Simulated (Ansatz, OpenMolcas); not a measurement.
# Errors in the atomisation enthalpy at 298 K

8 molecules with oxygen; the atomisation enthalpy at 298 K in kJ/mol, computed less measured. Shapes, held fixed at every level: PBE0-D4/def2-TZVP. Flexible molecules stand in one conformer, not always the lowest. Thermal terms are harmonic and unscaled (PBE0-D4/def2-TZVP); the spin-orbit lowering of the free atoms is taken from their spectra. Programs: Ansatz 0.2.0, OpenMolcas 26.06. Measured values: Active Thermochemical Tables, CRC Handbook of Chemistry and Physics, NIST-JANAF tables.

Levels: A = revPBE/cc-pVTZ; B = PBE0/STO-3G; C = M06-2X/cc-pVTZ; D = B2PLYP/def2-TZVPP.

```json
{"molecule": "BOF (fluoro(oxo)borane)", "from tabulated heats": "1501", "A": "-22", "B": "+53", "C": "-9", "D": "-24"}
{"molecule": "CO2 (carbon dioxide)", "from tabulated heats": "1609", "A": "+37", "B": "-192", "C": "-2", "D": "-4"}
{"molecule": "N2O (nitrous oxide)", "from tabulated heats": "1112", "A": "+93", "B": "-351", "C": "-14", "D": "+14"}
{"molecule": "SiO2 (silicon dioxide molecule)", "from tabulated heats": "1254", "A": "-51", "B": "-326", "C": "-57", "D": "-36"}
{"molecule": "C2HO (ethynyloxy radical)", "from tabulated heats": "1723", "A": "+49", "B": "+58", "C": "+4", "D": "+1"}
{"molecule": "HOCN (cyanic acid)", "from tabulated heats": "1671", "A": "+19", "B": "-97", "C": "0", "D": "-9"}
{"molecule": "C2H2O (ethynol)", "from tabulated heats": "2026", "A": "-4", "B": "+124", "C": "+4", "D": "-18"}
{"molecule": "CH2O2 (formic acid)", "from tabulated heats": "2030", "A": "-3", "B": "-42", "C": "-3", "D": "-20"}
```

(1) Sum up the errors.

Results:

(1) 
```
            level           kind  mean error  mean absolute error  worst case
   revPBE/cc-pVTZ            GGA       +14.8                 34.8         N2O
      PBE0/STO-3G  global hybrid       -96.6                155.4         N2O
   M06-2X/cc-pVTZ  global hybrid        -9.6                 11.6        SiO2
B2PLYP/def2-TZVPP  double hybrid       -12.0                 15.8        SiO2
```

On this set M06-2X/cc-pVTZ has the smallest mean absolute error and PBE0/STO-3G the largest. B2PLYP/def2-TZVPP is too low in 6 of 8. The tabulated values of BOF, SiO2 are in doubt (older tables, estimates, or at odds with other calculations) and kept here. Over the 6 molecules whose values aren't doubted the mean absolute errors are A 34.2; B 144.0; C 4.5; D 11.0. Rows in very small basis sets show the basis more than the method. Spin contamination: C2HO (⟨S²⟩ up to 0.81). Open shells run unrestricted. The set is small.
